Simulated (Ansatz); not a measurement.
# AlP2H (singlet): B2PLYP, RKS PBE0, RPA-PBE over vertical spin and charge gaps and displaced geometries, cc-pVDZ, part 1 of 2

How well do these functionals follow the top wave-function level for AlP2H (singlet) over vertical spin and charge gaps and displaced geometries?

Computed with Ansatz 0.2.0, Gaussian basis. Level: cc-pVDZ, all electrons in the functionals, frozen cores in the correlation of double hybrids and RPA.

The runs, in order: B2PLYP, RKS PBE0, RPA-PBE, at charge 0, singlet; charge 0, triplet; charge 1, doublet; displaced geometry v1; displaced geometry v2 (not every functional at every point).

18 further runs of the same task are left out: 8 that didn't finish, 10 set aside as unsound or not needed.

**1. The system**

The geometry is a PBE0/def2-TZVP stationary point (not a proven minimum).

4 atoms, charge 0, spin multiplicity 1.

Atoms are counted from 1 here; the program's logs count them from 0.

Bond lengths: Al1–P2 2.242 Å, Al1–P3 2.242 Å, Al1–H4 1.569 Å, P2–P3 2.095 Å. Angles: P2–Al1–P3 55.7°, P2–Al1–H4 152.1°, P3–Al1–H4 152.1°, Al1–P2–P3 62.1°, Al1–P3–P2 62.1°.

No dispersion term is added.

The geometry shown and the zero of energy belong to the point charge 0, singlet. The yardstick, UCCSD(T), and other wave-function levels (R restricted, U unrestricted, valence and pair active spaces) come from earlier runs.

**2. B2PLYP, charge 0, singlet**

in.yaml reads:

```yaml
crystal:
  periodic: [false, false, false]
  atoms:
    - {symbol: Al, position_ang: [0.000000, 0.000000, 1.347429]}
    - {symbol: P, position_ang: [0.000000, 1.047438, -0.634337]}
    - {symbol: P, position_ang: [0.000000, -1.047438, -0.634337]}
    - {symbol: H, position_ang: [0.000000, 0.000000, 2.916759]}
basis:
  gaussian: {orbitals: cc-pVDZ}
magnetization: {spin_polarized: true, initial_magnetization: 0}
hamiltonian: {xc: {name: B2PLYP}}
correlation: {electrons: outside_noble_gas}
```

Command:

```bash
> ansatz run in.yaml --threads 1 --pin off --events-out ev --progress --plain --max-ram 2393MiB
```

The log of the run:

```text
Functional definition: B2PLYP
  name "B2PLYP"
  cite "Grimme, J. Chem. Phys. 124, 034108 (2006) doi:10.1063/1.2148954"
  cite "Becke, Phys. Rev. A 38, 3098 (1988) doi:10.1103/PhysRevA.38.3098"
  cite "Lee, Yang & Parr, Phys. Rev. B 37, 785 (1988) doi:10.1103/PhysRevB.37.785"
  parameter a = 0.53
  parameter c = 0.27
  exchange = (1 - a)*b88_x + a*exact_x
  correlation = (1 - c)*lyp_c + c*(mp2_os + mp2_ss)
608 factors; integrals over basis functions are off by at most 1.3e-3 eV
mean field evaluation 1: about -25176.5547 eV, gradient 7.5e0 eV
mean field evaluation 2: about -25176.5585 eV, gradient 7.5e0 eV
mean field evaluation 4: about -25177.0469 eV, gradient 9.1e-1 eV
mean field evaluation 8: about -25177.0553 eV, gradient 1.1e-2 eV
mean field evaluation 16: about -25177.0553 eV, gradient 1.0e-6 eV
mean field evaluation 32: about -25177.0192 eV, gradient 5.1e-1 eV
mean field -25177.05526933 eV, -925.2397155269 hartree, gradient 9.3e-7 eV, S^2 0.000000; 4 other end points of the search recorded, 0 dependent functions left out
15 core orbitals not correlated: weight in the atoms' cores, before any rotation towards them, 1.000 or more for the frozen orbitals, at most 0.000 for the correlated occupied ones
reference -25177.05541506 eV, -925.2397208823 hartree; 7, 7 occupied and 37, 37 virtual orbitals, 608 factors
second order -9.96029595 eV of doubles, -0.00000000 eV of singles
Total energy: -25179.74469496 eV, -925.3385500960 hartree
```

It took 10 s on 1 thread of Intel Xeon at 2.50GHz, shared host.

From the report: ⟨S²⟩ of the determinant 0.000 (pure singlet: 0.00).

**3. B2PLYP, charge 0, triplet**

Edit in.yaml of step 2 so:

```diff
@@ -9,3 +9,3 @@
   gaussian: {orbitals: cc-pVDZ}
-magnetization: {spin_polarized: true, initial_magnetization: 0}
+magnetization: {spin_polarized: true, initial_magnetization: 2}
 hamiltonian: {xc: {name: B2PLYP}}
```

Same command.

The log of the run:

```text
Functional definition: B2PLYP
  name "B2PLYP"
  cite "Grimme, J. Chem. Phys. 124, 034108 (2006) doi:10.1063/1.2148954"
  cite "Becke, Phys. Rev. A 38, 3098 (1988) doi:10.1103/PhysRevA.38.3098"
  cite "Lee, Yang & Parr, Phys. Rev. B 37, 785 (1988) doi:10.1103/PhysRevB.37.785"
  parameter a = 0.53
  parameter c = 0.27
  exchange = (1 - a)*b88_x + a*exact_x
  correlation = (1 - c)*lyp_c + c*(mp2_os + mp2_ss)
608 factors; integrals over basis functions are off by at most 1.3e-3 eV
mean field evaluation 1: about -25175.3345 eV, gradient 9.4e0 eV
mean field evaluation 2: about -25175.3394 eV, gradient 9.4e0 eV
mean field evaluation 4: about -25176.1330 eV, gradient 1.3e0 eV
mean field evaluation 8: about -25176.1534 eV, gradient 6.2e-2 eV
mean field evaluation 16: about -25176.1535 eV, gradient 9.4e-5 eV
mean field -25176.15351625 eV, -925.2065767125 hartree, gradient 6.6e-6 eV, S^2 2.034854; 0 other end points of the search recorded, 0 dependent functions left out
15 core orbitals not correlated: weight in the atoms' cores, before any rotation towards them, 1.000 or more for the frozen orbitals, at most 0.000 for the correlated occupied ones
reference -25176.15366138 eV, -925.2065820459 hartree; 8, 6 occupied and 36, 38 virtual orbitals, 608 factors
second order -9.31880157 eV of doubles, -0.00000000 eV of singles
Total energy: -25178.66973780 eV, -925.2990461490 hartree
```

It took 7.5 s on 1 thread of Intel Xeon at 2.50GHz, shared host.

From the report: ⟨S²⟩ of the determinant 2.035 (pure triplet: 2.00).

From charge 0, singlet: +103.7 kJ/mol.

**4. B2PLYP, charge 1, doublet**

Edit in.yaml of step 3 so:

```diff
@@ -9,3 +9,4 @@
   gaussian: {orbitals: cc-pVDZ}
-magnetization: {spin_polarized: true, initial_magnetization: 2}
+total_charge: 1
+magnetization: {spin_polarized: true, initial_magnetization: 1}
 hamiltonian: {xc: {name: B2PLYP}}
```

The command is unchanged.

The log of the run:

```text
Functional definition: B2PLYP
  name "B2PLYP"
  cite "Grimme, J. Chem. Phys. 124, 034108 (2006) doi:10.1063/1.2148954"
  cite "Becke, Phys. Rev. A 38, 3098 (1988) doi:10.1103/PhysRevA.38.3098"
  cite "Lee, Yang & Parr, Phys. Rev. B 37, 785 (1988) doi:10.1103/PhysRevB.37.785"
  parameter a = 0.53
  parameter c = 0.27
  exchange = (1 - a)*b88_x + a*exact_x
  correlation = (1 - c)*lyp_c + c*(mp2_os + mp2_ss)
608 factors; integrals over basis functions are off by at most 1.3e-3 eV
mean field evaluation 1: about -25168.3584 eV, gradient 1.2e1 eV
mean field evaluation 2: about -25168.3643 eV, gradient 1.2e1 eV
mean field evaluation 4: about -25169.4599 eV, gradient 8.9e-1 eV
mean field evaluation 8: about -25169.4697 eV, gradient 3.5e-2 eV
mean field evaluation 16: about -25169.4698 eV, gradient 4.8e-5 eV
mean field evaluation 32: about -25169.2594 eV, gradient 1.8e0 eV
mean field -25169.46976601 eV, -924.9609534216 hartree, gradient 2.3e-6 eV, S^2 0.762050; 4 other end points of the search recorded, 0 dependent functions left out
15 core orbitals not correlated: weight in the atoms' cores, before any rotation towards them, 1.000 or more for the frozen orbitals, at most 0.000 for the correlated occupied ones
reference -25169.46990994 eV, -924.9609587110 hartree; 7, 6 occupied and 37, 38 virtual orbitals, 608 factors
second order -9.53471335 eV of doubles, -0.00000000 eV of singles
Total energy: -25172.04428255 eV, -925.0555651592 hartree
```

It took 12 s on 1 thread of Intel Xeon at 2.50GHz, shared host.

From the report: ⟨S²⟩ of the determinant 0.762 (pure doublet: 0.75).

From charge 0, singlet: +743.0 kJ/mol.

**5. B2PLYP, displaced geometry v1**

in.yaml reads:

```yaml
crystal:
  periodic: [false, false, false]
  atoms:
    - {symbol: Al, position_ang: [-0.015321, -0.009087, 1.370055]}
    - {symbol: P, position_ang: [-0.016154, 1.022208, -0.622864]}
    - {symbol: P, position_ang: [0.031810, -1.013358, -0.665477]}
    - {symbol: H, position_ang: [-0.070967, -0.028734, 2.915421]}
basis:
  gaussian: {orbitals: cc-pVDZ}
magnetization: {spin_polarized: true, initial_magnetization: 0}
hamiltonian: {xc: {name: B2PLYP}}
correlation: {electrons: outside_noble_gas}
```

Same command.

The log of the run:

```text
Functional definition: B2PLYP
  name "B2PLYP"
  cite "Grimme, J. Chem. Phys. 124, 034108 (2006) doi:10.1063/1.2148954"
  cite "Becke, Phys. Rev. A 38, 3098 (1988) doi:10.1103/PhysRevA.38.3098"
  cite "Lee, Yang & Parr, Phys. Rev. B 37, 785 (1988) doi:10.1103/PhysRevB.37.785"
  parameter a = 0.53
  parameter c = 0.27
  exchange = (1 - a)*b88_x + a*exact_x
  correlation = (1 - c)*lyp_c + c*(mp2_os + mp2_ss)
609 factors; integrals over basis functions are off by at most 1.2e-3 eV
mean field evaluation 1: about -25176.4342 eV, gradient 8.0e0 eV
mean field evaluation 2: about -25176.4376 eV, gradient 8.0e0 eV
mean field evaluation 4: about -25176.9884 eV, gradient 9.4e-1 eV
mean field evaluation 8: about -25176.9971 eV, gradient 1.3e-2 eV
mean field evaluation 16: about -25176.9971 eV, gradient 2.2e-5 eV
mean field evaluation 32: about -25175.8953 eV, gradient 4.4e0 eV
mean field -25176.99711205 eV, -925.2375782862 hartree, gradient 1.6e-6 eV, S^2 0.000000; 4 other end points of the search recorded, 0 dependent functions left out
15 core orbitals not correlated: weight in the atoms' cores, before any rotation towards them, 1.000 or more for the frozen orbitals, at most 0.000 for the correlated occupied ones
reference -25176.99725742 eV, -925.2375836284 hartree; 7, 7 occupied and 37, 37 virtual orbitals, 609 factors
second order -9.86963039 eV of doubles, -0.00000000 eV of singles
Total energy: -25179.66205762 eV, -925.3355132297 hartree
```

Run time: 14 s. Hardware: 1 thread of Intel Xeon at 2.50GHz, shared host.

From the report: ⟨S²⟩ of the determinant 0.000 (pure singlet: 0.00).

From charge 0, singlet: +8.0 kJ/mol.

**6. B2PLYP, displaced geometry v2**

in.yaml reads:

```yaml
crystal:
  periodic: [false, false, false]
  atoms:
    - {symbol: Al, position_ang: [0.087233, 0.006288, 1.342018]}
    - {symbol: P, position_ang: [-0.077641, 1.062100, -0.628154]}
    - {symbol: P, position_ang: [-0.001020, -1.065200, -0.636334]}
    - {symbol: H, position_ang: [0.082088, -0.073032, 2.932976]}
basis:
  gaussian: {orbitals: cc-pVDZ}
magnetization: {spin_polarized: true, initial_magnetization: 0}
hamiltonian: {xc: {name: B2PLYP}}
correlation: {electrons: outside_noble_gas}
```

Same command.

The log of the run:

```text
Functional definition: B2PLYP
  name "B2PLYP"
  cite "Grimme, J. Chem. Phys. 124, 034108 (2006) doi:10.1063/1.2148954"
  cite "Becke, Phys. Rev. A 38, 3098 (1988) doi:10.1103/PhysRevA.38.3098"
  cite "Lee, Yang & Parr, Phys. Rev. B 37, 785 (1988) doi:10.1103/PhysRevB.37.785"
  parameter a = 0.53
  parameter c = 0.27
  exchange = (1 - a)*b88_x + a*exact_x
  correlation = (1 - c)*lyp_c + c*(mp2_os + mp2_ss)
608 factors; integrals over basis functions are off by at most 1.3e-3 eV
mean field evaluation 1: about -25176.5693 eV, gradient 7.3e0 eV
mean field evaluation 2: about -25176.5733 eV, gradient 7.3e0 eV
mean field evaluation 4: about -25177.0397 eV, gradient 9.0e-1 eV
mean field evaluation 8: about -25177.0482 eV, gradient 4.5e-2 eV
mean field evaluation 16: about -25177.0482 eV, gradient 4.3e-5 eV
mean field evaluation 32: about -25176.8691 eV, gradient 1.2e0 eV
mean field -25177.04824773 eV, -925.2394574880 hartree, gradient 7.4e-6 eV, S^2 0.000000; 4 other end points of the search recorded, 0 dependent functions left out
15 core orbitals not correlated: weight in the atoms' cores, before any rotation towards them, 1.000 or more for the frozen orbitals, at most 0.000 for the correlated occupied ones
reference -25177.04839399 eV, -925.2394628628 hartree; 7, 7 occupied and 37, 37 virtual orbitals, 608 factors
second order -10.03659382 eV of doubles, -0.00000000 eV of singles
Total energy: -25179.75827432 eV, -925.3390491281 hartree
```

Wall time 17 s (1 thread of Intel Xeon at 2.50GHz, shared host).

From the report: ⟨S²⟩ of the determinant 0.000 (pure singlet: 0.00).

From charge 0, singlet: -1.3 kJ/mol.

**7. RKS PBE0, charge 0, singlet**

in.yaml reads:

```yaml
crystal:
  periodic: [false, false, false]
  atoms:
    - {symbol: Al, position_ang: [0.000000, 0.000000, 1.347429]}
    - {symbol: P, position_ang: [0.000000, 1.047438, -0.634337]}
    - {symbol: P, position_ang: [0.000000, -1.047438, -0.634337]}
    - {symbol: H, position_ang: [0.000000, 0.000000, 2.916759]}
basis:
  gaussian: {orbitals: cc-pVDZ}
hamiltonian: {xc: {name: PBE0}}
```

Same command.

The log of the run:

```text
Functional definition: PBE0
  name "PBE0"
  cite "Adamo & Barone, J. Chem. Phys. 110, 6158 (1999) doi:10.1063/1.478522"
  cite "Perdew, Burke & Ernzerhof, Phys. Rev. Lett. 77, 3865 (1996) doi:10.1103/PhysRevLett.77.3865"
  parent pbe
  parameter a = 0.25
  parameter kappa = 0.804
  parameter beta = 0.06672455060314922
  exchange = (1 - a)*pbe_x(kappa = kappa, mu = beta*pi^2/3) + a*exact_x
  correlation = pbe_c(beta = beta)
608 factors; integrals over basis functions are off by at most 1.3e-3 eV
mean field evaluation 1: about -25179.2838 eV, gradient 1.4e1 eV
mean field evaluation 2: about -25179.2513 eV, gradient 1.4e1 eV
mean field evaluation 4: about -25180.0020 eV, gradient 6.6e-1 eV
mean field evaluation 8: about -25180.1230 eV, gradient 3.7e-2 eV
mean field evaluation 16: about -25180.1230 eV, gradient 1.0e-5 eV
mean field -25180.12304695 eV, -925.3524542749 hartree, gradient 5.6e-6 eV, S^2 0.000000; 0 other end points of the search recorded, 0 dependent functions left out
reference -25180.12307324 eV, -925.3524552411 hartree; 22, 22 occupied and 37, 37 virtual orbitals, 608 factors
Total energy: -25180.12307324 eV, -925.3524552411 hartree
```

Run time: 3.4 s. Hardware: 1 thread of Intel Xeon at 2.50GHz, shared host.

**8. RKS PBE0, displaced geometry v1**

in.yaml reads:

```yaml
crystal:
  periodic: [false, false, false]
  atoms:
    - {symbol: Al, position_ang: [-0.015321, -0.009087, 1.370055]}
    - {symbol: P, position_ang: [-0.016154, 1.022208, -0.622864]}
    - {symbol: P, position_ang: [0.031810, -1.013358, -0.665477]}
    - {symbol: H, position_ang: [-0.070967, -0.028734, 2.915421]}
basis:
  gaussian: {orbitals: cc-pVDZ}
hamiltonian: {xc: {name: PBE0}}
```

Launched as before.

The log of the run:

```text
Functional definition: PBE0
  name "PBE0"
  cite "Adamo & Barone, J. Chem. Phys. 110, 6158 (1999) doi:10.1063/1.478522"
  cite "Perdew, Burke & Ernzerhof, Phys. Rev. Lett. 77, 3865 (1996) doi:10.1103/PhysRevLett.77.3865"
  parent pbe
  parameter a = 0.25
  parameter kappa = 0.804
  parameter beta = 0.06672455060314922
  exchange = (1 - a)*pbe_x(kappa = kappa, mu = beta*pi^2/3) + a*exact_x
  correlation = pbe_c(beta = beta)
609 factors; integrals over basis functions are off by at most 1.2e-3 eV
mean field evaluation 1: about -25179.1251 eV, gradient 1.4e1 eV
mean field evaluation 2: about -25178.9528 eV, gradient 1.6e1 eV
mean field evaluation 4: about -25179.9316 eV, gradient 6.9e-1 eV
mean field evaluation 8: about -25180.0572 eV, gradient 8.3e-2 eV
mean field evaluation 16: about -25180.0572 eV, gradient 5.1e-5 eV
mean field -25180.05721220 eV, -925.3500348924 hartree, gradient 5.1e-5 eV, S^2 0.000000; 0 other end points of the search recorded, 0 dependent functions left out
reference -25180.05723846 eV, -925.3500358577 hartree; 22, 22 occupied and 37, 37 virtual orbitals, 609 factors
Total energy: -25180.05723846 eV, -925.3500358577 hartree
```

It took 7 s on 1 thread of Intel Xeon at 2.50GHz, shared host.

From charge 0, singlet: +6.4 kJ/mol.

(Continued in part 2 of 2.)
